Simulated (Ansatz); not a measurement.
Rock-salt CaO, treated with PBE0 (plane waves, PAW; Ansatz, an electronic-structure program).

Total energies, extrapolated to zero smearing (they compare only within this program, potentials and cutoff; free atoms with spin allowed, lowest state found):

| system | energy (eV/atom) |
|---|---|
| rock-salt CaO, relaxed | -1194.3246 |
| free Ca atom | -1816.0537 |
| free O atom | -562.0541 |

Task: Work out the cohesive energy per atom.

Result: E_coh = [1 × (-1816.0537) + 1 × (-562.0541)]/2 − (-1194.3246) = 5.27 eV/atom. The reference value is 5.53 ± 0.03 eV/atom (worked out here from tabulated enthalpies at 298 K, copied from a table, unchecked, brought to a static lattice with a Debye model, atoms in their spin–orbit ground levels; inputs from the CRC Handbook), a difference of -0.26 eV/atom.

The PAW data were made under PBE.
